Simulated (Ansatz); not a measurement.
# CH₃LiN radical (SMILES [Li][N]C): single points off equilibrium

A test off equilibrium: a frame of a short trajectory is computed at several levels, and each is set against CCSD(T).

Computed with Ansatz 0.2.0, Gaussian basis. Level: single points in def2-TZVPP.

Cores are frozen in the correlated methods. The outer core shell of Li, Na, Mg and K is correlated. Orbitals are unrestricted.

1 further run of the same task is left out (it didn't finish).

## Step 1: The system as given

SMILES `[Li][N]C`, 6 atoms, charge 0, spin multiplicity 2.

Atoms are counted from 1 here; the program's logs count them from 0.

Bond lengths: Li1–N2 1.699 Å, N2–C3 1.437 Å, C3–H4 1.127 Å, C3–H5 1.157 Å, C3–H6 1.128 Å. Angles: Li1–N2–C3 161.6°, N2–C3–H4 116.7°, N2–C3–H5 105.2°, N2–C3–H6 114.6°, H4–C3–H5 93.7°, H4–C3–H6 120.4°, H5–C3–H6 100.4°.

Coordinates:

```xyz
6
charge 0, multiplicity 2
Li   -2.4743   -0.0427   -0.5836
N    -0.7938   -0.1387   -0.3548
C     0.5271    0.0904    0.1619
H     1.3682   -0.4752   -0.3306
H     0.5829   -0.5289    1.1373
H     0.6991    1.1278    0.5702
```

## Step 2: PBE-D4/def2-TZVPP

The input, run/in.yaml:

```yaml
crystal:
  periodic: [false, false, false]
  atoms:
    - {symbol: Li, position_ang: [-2.474298, -0.042695, -0.583641]}
    - {symbol: N, position_ang: [-0.793820, -0.138652, -0.354834]}
    - {symbol: C, position_ang: [0.527058, 0.090404, 0.161878]}
    - {symbol: H, position_ang: [1.368151, -0.475170, -0.330632]}
    - {symbol: H, position_ang: [0.582937, -0.528870, 1.137305]}
    - {symbol: H, position_ang: [0.699053, 1.127796, 0.570239]}
basis:
  gaussian: {orbitals: def2-TZVPP}
magnetization: {spin_polarized: true, initial_magnetization: 1}
hamiltonian: {xc: pbe, dispersion: d4}
output: {forces: true}
```

Launch:

```
$ ansatz run in.yaml --threads 1 --pin off --events-out ev --progress --plain --max-ram 4352MiB
```

## Step 3: r2SCAN-D4/def2-TZVPP

Changes to run/in.yaml since step 2:

```diff
@@ -12,3 +12,3 @@
 magnetization: {spin_polarized: true, initial_magnetization: 1}
-hamiltonian: {xc: pbe, dispersion: d4}
+hamiltonian: {xc: r2scan, dispersion: d4}
 output: {forces: true}
```

## Step 4: PBE0-D4/def2-TZVPP

Changes to run/in.yaml since step 3:

```diff
@@ -12,3 +12,3 @@
 magnetization: {spin_polarized: true, initial_magnetization: 1}
-hamiltonian: {xc: r2scan, dispersion: d4}
-output: {forces: true}
+hamiltonian: {xc: pbe0, dispersion: d4}
+output: {forces: true, orbitals: {seedname: orbitals}}
```

## Step 5: wB97M-V/def2-TZVPP

Changes to run/in.yaml since step 4:

```diff
@@ -12,3 +12,3 @@
 magnetization: {spin_polarized: true, initial_magnetization: 1}
-hamiltonian: {xc: pbe0, dispersion: d4}
-output: {forces: true, orbitals: {seedname: orbitals}}
+hamiltonian: {xc: {name: wB97M-V}}
+output: {forces: true}
```

## Step 6: CCSD(T)/def2-TZVPP

Changes to run/in.yaml since step 5:

```diff
@@ -12,3 +12,4 @@
 magnetization: {spin_polarized: true, initial_magnetization: 1}
-hamiltonian: {xc: {name: wB97M-V}}
+correlation: {method: ccsd_t}
+scf: {omitted_lower_state_checks: [cluster_reference]}
 output: {forces: true}
```

(Steps that only read results are left out.)

Q: Predict the outcome of this session. Wanted: energy less free atoms, CCSD(T)/def2-TZVPP; RMS force component; RMS force error; HOMO and LUMO, PBE0-D4; T1 diagnostic.

As calculated:

```
                                  quantity                                                             value
energy less free atoms, CCSD(T)/def2-TZVPP                                                   -412.1 kcal/mol
                       RMS force component                              0.754 to 0.860 eV/Å over the methods
                           RMS force error  PBE-D4 0.246, r2SCAN-D4 0.168, PBE0-D4 0.174, wB97M-V 0.096 eV/Å
                    HOMO and LUMO, PBE0-D4                                                -4.13 and -0.99 eV
                             T1 diagnostic                                                             0.017
```

In words: Against CCSD(T) the functionals' energies less atoms differ by -31.5 to -17.5 kcal/mol, PBE-D4 by -31.5 kcal/mol. A larger basis would deepen the CCSD(T) value, while the functionals are nearly converged already, so the order here is not reliable. For forces wB97M-V does best and PBE-D4 worst. Frozen-core CCSD(T) forces in triple zeta carry basis errors of their own, and this is one geometry, so small gaps rank nothing.
